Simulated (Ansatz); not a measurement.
A calculation with Ansatz (development build ahead of 0.2.0).

```yaml
crystal:
  periodic: [false, false, false]
  atoms:
    - { symbol: S, position_ang: [0.01082, -0.01842, -0.90678] }
    - { symbol: S, position_ang: [-0.02943, -0.0252, 0.92038] }
basis:
  gaussian: { orbitals: STO-3G }
magnetization:
  spin_polarized: true
  initial_magnetization: 2
hamiltonian:
  xc: hf
correlation:
  method: mp2
  frozen_orbitals: { S: 5 }
```

The input is written out in the form of the current development build from the run's settings.

The run gave:

```
Converged                       : yes
Reference energy                : -786.31595 hartree
Correlation energy              : -0.04759 hartree
Total energy                    : -786.36354 hartree
Spin squared of the determinant : 2.003
```
